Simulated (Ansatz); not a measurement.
A nudged elastic band was laid between two geometries of BH₄OSi (7 atoms, charge 0, multiplicity 2).

All numbers below come from Ansatz 0.2.0, UKS PBE0/def2-SVP.

* movable images: 9
* climbing image: yes
* spring: 5.0 eV/Å²
* optimiser: quadratic models (default)
* start path: through a guess of the saddle point
* force threshold: 0.03 eV/Å
* iteration limit: 49
* end points: relaxed

Image 0:

```xyz
7
Properties=species:S:1:pos:R:3
O -1.642 -1.073 0.585
B -0.456 -1.176 0.193
Si 0.324 0.766 -0.130
H 0.292 -2.112 -0.032
H 1.768 0.663 -0.504
H 0.168 1.547 1.129
H -0.455 1.384 -1.241
```

Image 10:

```xyz
7
Properties=species:S:1:pos:R:3
O -1.604 -1.303 -0.299
B -0.464 -1.160 0.204
Si 0.300 0.774 -0.139
H 0.278 -1.894 0.836
H 1.575 0.604 -0.901
H 0.582 1.372 1.201
H -0.668 1.608 -0.902
```

Question: What changes between the two ends?

Answer: No bond is made or broken. The dihedral O1–B2–Si3–H6 goes from 56 to 122°.

Question: Give the energies along the band, and the barrier.

Answer: The run converged. The highest image is number 1 of 0 to 10, 0.0 kJ/mol above the first end and 1.4 kJ/mol above the last; the last end lies 1.3 kJ/mol below the first. The top lies less than 8 meV above the higher end, about what the thresholds resolve: that end is a shoulder or a very shallow well. A vibrational analysis at the climbing image gives one clearly imaginary mode, 69i cm⁻¹: a first-order saddle point.

```tsv
image	path coordinate (Å)	energy (kJ/mol)	dihedral O1–B2–Si3–H6 (°)
0	0.00	0.0	56
1	0.16	0.0	62
2	0.31	-0.1	69
3	0.46	-0.2	75
4	0.62	-0.4	81
5	0.77	-0.6	88
6	0.92	-0.9	95
7	1.08	-1.1	101
8	1.23	-1.2	108
9	1.38	-1.3	115
10	1.54	-1.3	122
```

Question: What is the geometry of the highest image?

Answer: 
```xyz
7
Properties=species:S:1:pos:R:3:forces:R:3
O -1.667 -1.076 0.498 0.00 0.00 0.00
B -0.455 -1.176 0.193 0.00 0.00 0.00
Si 0.323 0.766 -0.135 0.00 0.00 0.00
H 0.319 -2.107 0.059 0.00 0.00 0.00
H 1.756 0.661 -0.548 0.00 0.00 0.00
H 0.206 1.522 1.145 0.00 0.00 0.00
H -0.482 1.410 -1.211 0.00 0.00 0.00
```

The band took 9 iterations and of the order of 7 core-minutes.

Time of the run: 7.8 min on 1 thread of AMD EPYC (Zen 3), with other jobs on the host, peak memory 0.16 GiB.
